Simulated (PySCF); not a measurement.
Atom-mapped SMILES (the numbers label the heavy atoms): `[O:1]=[C:2]([OH:3])[CH:4]1[CH2:5][CH2:6]1`. Hydrogens are named by the atom that carries them. Ha(C5), Ha(C6) are cis to C2 on the ring; Hb(C5), Hb(C6) are trans to C2 on the ring.

GIAO PBE0/pcSseg-1 shifts (PySCF, gas phase, non-relativistic, equivalent atoms averaged), each against references optimised in the same way as the molecule (H2O, TMS).

On the GFN2-xTB geometry: O1 394.4, O3 215.7, C2 180.6, C4 13.6, C5/C6 11.8, H(O3) 6.08, H(C4) 1.65, Ha(C5)/Ha(C6) 1.02, Hb(C5)/Hb(C6) 0.90 ppm.

Task: What changes on the GFN2-xTB geometry?

Result: 
| atoms | δ (ppm) | change |
| --- | --- | --- |
| O1 | 394.4 | +0.0 |
| O3 | 215.7 | +0.0 |
| C2 | 180.6 | +0.0 |
| C4 | 13.6 | +0.0 |
| C5/C6 | 11.8 | +0.0 |
| H(O3) | 6.08 | +0.00 |
| H(C4) | 1.65 | +0.00 |
| Ha(C5)/Ha(C6) | 1.02 | +0.00 |
| Hb(C5)/Hb(C6) | 0.90 | +0.00 |

Bonds between heavy atoms that differ most (equivalent bonds averaged): O1–C2 1.204 → 1.204 Å. Mean change of bonds to hydrogen: O–H +0.000 Å, C–H +0.000 Å.
